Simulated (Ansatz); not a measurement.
Relaxation of AlF2H2 (5 atoms, charge 0, multiplicity 2), to a largest force component of 0.03 eV/Å in at most 50 steps.

Theory: Ansatz 0.2.0, UKS PBE/cc-pVDZ.

```xyz
5
Properties=species:S:1:pos:R:3
Al 0.000 0.000 -0.123
F 0.000 0.000 1.579
H 1.434 0.000 -0.804
H -1.434 0.000 -0.804
F 0.000 0.000 3.912
```

Question: Where does it end, and by what steps?

Answer: It converged. After 5 steps the energy has fallen by 0.031 eV; F5 moved furthest, 0.15 Å.

| step | energy less start (eV) | largest force component (eV/Å) | accepted |
| --- | --- | --- | --- |
| 0 | 0.0000 | 0.576 | yes |
| 1 | -0.0174 | 0.399 | yes |
| 2 | -0.0098 | 0.386 | no |
| 3 | -0.0170 | 0.772 | no |
| 4 | -0.0253 | 0.123 | yes |
| 5 | -0.0307 | 0.004 | yes |

```xyz
5
Properties=species:S:1:pos:R:3
Al 0.000 0.000 -0.089
F 0.000 0.000 1.631
H 1.441 0.000 -0.771
H -1.441 0.000 -0.771
F 0.000 0.000 3.760
```

Time of the run: 35 s on 1 thread of Arm Neoverse V2, on a shared host, peak memory 0.13 GiB.
